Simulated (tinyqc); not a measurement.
Worked calculation: CCD on RHF in the sto-3g basis, frozen core, for BH2+, spin multiplicity 1. One step of it, computed by the program tinyqc.

Question. CCD: starting amplitudes. t_ij^ab = <ij||ab> / (e_i + e_j - e_a - e_b), whose energy is MP2.

orbital energies (hartree): MO1 -7.936931, MO2 -0.970315, MO3 -0.813668, MO4 -0.246536, MO5 -0.165502, MO6 0.254837, MO7 0.276412

Two-electron integrals over orbitals (pq|rs), unique and non-zero (hartree); the lowest 1 orbital is frozen and left out:
```
(22|22) 0.477494    (32|32) 0.139491    (33|22) 0.465682    (33|33) 0.481422
(42|22) 0.024303    (42|33) 0.018585    (42|42) 0.068163    (43|32) 0.022689
(43|43) 0.031870    (44|22) 0.436805    (44|33) 0.424618    (44|42) -0.072461
(44|44) 0.576702    (52|52) 0.074137    (53|53) 0.019012    (54|52) -0.033596
(54|54) 0.044435    (55|22) 0.470956    (55|33) 0.438063    (55|42) -0.039031
(55|44) 0.506275    (55|55) 0.586773    (62|22) 0.052783    (62|33) 0.015212
(62|42) -0.004939   (62|44) 0.055895    (62|55) 0.100102    (62|62) 0.087663
(63|32) -0.064034   (63|43) -0.026505   (63|63) 0.073596    (64|22) 0.022452
(64|33) 0.002325    (64|42) -0.008399   (64|44) 0.047768    (64|55) 0.041996
(64|62) 0.046086    (64|64) 0.033018    (65|52) 0.049814    (65|54) -0.012394
(65|65) 0.041651    (66|22) 0.485291    (66|33) 0.473365    (66|42) 0.055409
(66|44) 0.410895    (66|55) 0.451413    (66|62) 0.038393    (66|64) 0.014265
(66|66) 0.535869    (72|32) -0.017699   (72|43) -0.033371   (72|63) 0.050648
(72|72) 0.054094    (73|22) 0.033248    (73|33) 0.021732    (73|42) -0.056124
(73|44) 0.100568    (73|55) 0.104636    (73|62) 0.068944    (73|64) 0.040306
(73|66) -0.009513   (73|73) 0.110375    (74|32) -0.071705   (74|43) 0.004604
(74|63) 0.039318    (74|72) 0.004165    (74|74) 0.058045    (75|53) 0.016321
(75|75) 0.017964    (76|32) 0.113455    (76|43) 0.036400    (76|63) -0.077478
(76|72) -0.044027   (76|74) -0.057098   (76|76) 0.120944    (77|22) 0.462794
(77|33) 0.479452    (77|42) 0.000956    (77|44) 0.456345    (77|55) 0.455265
(77|62) 0.013107    (77|64) 0.001656    (77|66) 0.479695    (77|73) 0.031458
(77|77) 0.504594
```

Give: Starting amplitudes; correlation energy.

Answer.

Starting amplitudes (spin orbitals 1a, 1b, ...; amplitudes related by a flip of all spins are not repeated):
```
from      to         t
3a 3b  7a 7b    -0.051
2a 2b  4a 4b    -0.047
2a 2b  5a 5b    -0.046
2a 2b  6a 6b    -0.036
3a 3b  6a 6b    -0.034
2a 3b  4a 7b     0.031
2a 3b  6a 7b    -0.030
3a 3b  4a 4b    -0.028
2a 3b  6b 7a     0.022
2a 2b  7a 7b    -0.022
2a 3b  4b 7a    -0.018
3a 3b  4a 6b     0.016
3a 3b  5a 5b    -0.015
2a 3a  4a 7a     0.013
2a 3a  6a 7a    -0.008
2a 2b  4a 6b  2.53e-03
```

correlation energy = -0.03300 hartree
